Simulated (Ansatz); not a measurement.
# UBCCD(T)/STO-3G run of CH2FO (SMILES [O]CF)

What is the vertical electron affinity of CH2FO at UBCCD(T)/STO-3G? 

Program for the calculation: Ansatz 0.2.0.

56 further runs of the same task are left out: 56 set aside as unsound or not needed.

## 1. The system as given

CH2FO: 5 atoms, total charge 0, spin state doublet. As SMILES, `[O]CF`. The coordinates come from a PBE0-D4/def2-TZVP relaxation.

Bond lengths: O1–C2 1.303 Å, C2–F3 1.376 Å, C2–H4 1.109 Å, C2–H5 1.109 Å. Angles: O1–C2–F3 115.4°, O1–C2–H4 109.4°, O1–C2–H5 109.4°, F3–C2–H4 107.5°, F3–C2–H5 107.5°, H4–C2–H5 107.3°.

## 2. A single-point energy at UBCCD(T)/STO-3G

The input, in.yaml:

```yaml
crystal:
  periodic: [false, false, false]
  atoms:
    - {symbol: O, position_ang: [-1.122700, 0.202700, 0.610000]}
    - {symbol: C, position_ang: [-0.009600, -0.012300, -0.033000]}
    - {symbol: F, position_ang: [1.105500, -0.174700, 0.757200]}
    - {symbol: H, position_ang: [-0.112900, -0.924800, -0.655200]}
    - {symbol: H, position_ang: [0.189500, 0.835500, -0.720300]}
basis:
  gaussian:
    orbitals: STO-3G
scf:
  omitted_lower_state_checks: [cluster_reference, increment]
accuracy: high
total_charge: 0
correlation:
  method: bccd_t
  frozen_orbitals: {C: 1, F: 1, H: 0, O: 1}
magnetization:
  spin_polarized: true
  initial_magnetization: 1
```

Run with:

```sh
$ ansatz run in.yaml --threads 1 --pin off --max-ram 2610MiB --events-out events.jsonl --progress --plain --runs-dir runs
```

The log of the run, shortened:

```text
Warning: RAYON_NUM_THREADS=1 ignored (pool sized by the plan → 1); use --threads N
Functional definition: HF
  name "HF"
[...]
298 factors; integrals over basis functions are off by at most 3.5e-8 eV
[...]
mean field -5725.29009927 eV, -210.4005304070 hartree, gradient 2.6e-8 eV, S^2 0.755310; 4 other end points of the search recorded, 0 dependent functions left out
3 core orbitals not correlated: weight in the atoms' cores, before any rotation towards them, 1.000 or more for the frozen orbitals, at most 0.000 for the correlated occupied ones
reference -5725.29009927 eV, -210.4005304070 hartree; 10, 9 occupied and 4, 5 virtual orbitals, 298 factors
second order -2.15579770 eV of doubles, -0.00000000 eV of singles
cycle   1  -2.62879007 eV  change   -4.7e-1 eV  update   5.8e-2
[...]
cycle  26  -2.89527513 eV  change   7.4e-11 eV  update   2.2e-9
perturbative correction -0.06346660 eV, -0.0023323544 hartree
Total energy: -5728.24884099 eV, -210.5092621600 hartree
Checks for a lower state left out: cluster_reference, increment
```

It took 0.32 s on 1 thread of Arm Neoverse V2, shared host.

## 3. The singlet anion at the same level

The input, job.yaml:

```yaml
crystal:
  periodic: [false, false, false]
  atoms:
    - {symbol: O, position_ang: [-1.122700, 0.202700, 0.610000]}
    - {symbol: C, position_ang: [-0.009600, -0.012300, -0.033000]}
    - {symbol: F, position_ang: [1.105500, -0.174700, 0.757200]}
    - {symbol: H, position_ang: [-0.112900, -0.924800, -0.655200]}
    - {symbol: H, position_ang: [0.189500, 0.835500, -0.720300]}
basis:
  gaussian: {orbitals: STO-3G}
accuracy: high
scf: {omitted_lower_state_checks: [cluster_reference, increment]}
total_charge: -1
correlation: {method: bccd_t, frozen_orbitals: {C: 1, F: 1, H: 0, O: 1}}
```

Run with:

```sh
$ ansatz run job.yaml --threads 1 --pin off --max-ram 2610MiB --events-out events.jsonl --progress --plain --runs-dir runs
```

The log of the run, shortened:

```text
Warning: RAYON_NUM_THREADS=1 ignored (pool sized by the plan → 1); use --threads N
[... 2 set-up lines as earlier in the session ...]
[...]
298 factors; integrals over basis functions are off by at most 3.5e-8 eV
[...]
mean field -5719.28255867 eV, -210.1797573622 hartree, gradient 2.5e-8 eV, S^2 0.000000; 0 other end points of the search recorded, 0 dependent functions left out
3 core orbitals not correlated: weight in the atoms' cores, before any rotation towards them, 1.000 or more for the frozen orbitals, at most 0.000 for the correlated occupied ones
reference -5719.28255867 eV, -210.1797573622 hartree; 10, 10 occupied and 4, 4 virtual orbitals, 298 factors
second order -2.47314604 eV of doubles, -0.00000000 eV of singles
cycle   1  -2.84563889 eV  change   -3.7e-1 eV  update   7.5e-2
[...]
cycle  19  -3.09361696 eV  change  -3.9e-10 eV  update  6.9e-10
perturbative correction -0.14746214 eV, -0.0054191337 hartree
Total energy: -5722.52363778 eV, -210.2988648224 hartree
Checks for a lower state left out: cluster_reference, increment
```

Run time: 0.14 s. Hardware: 1 thread of Arm Neoverse V2, shared host.

## 4. What came out

At UBCCD(T)/STO-3G, 3 core orbitals frozen:

| quantity | value |
| --- | --- |
| doublet CH2FO: total energy | -210.50926 Eh |
| doublet CH2FO: correlation energy (3 core orbitals frozen) | -108.7 mEh |
| doublet CH2FO: (T) correction | -2.33 mEh |
| doublet CH2FO: ⟨S²⟩ of the reference determinant | 0.755 |
| singlet anion: total energy | -210.29886 Eh |
| singlet anion: correlation energy (3 core orbitals frozen) | -119.1 mEh |
| singlet anion: (T) correction | -5.42 mEh |
| vertical electron affinity (to the singlet anion) | -5.725 eV |

What this shows: The anion lies 5.73 eV (552 kJ/mol) above the neutral: the electron isn't bound at this level, and such a value depends on the basis. Without diffuse functions anions come out too high. In a minimal basis such a difference can be off by several eV, whatever the method. The triples (doublet CH2FO) make up 2.1 % of the correlation energy. The triples (singlet anion) make up 4.5 % of the correlation energy.
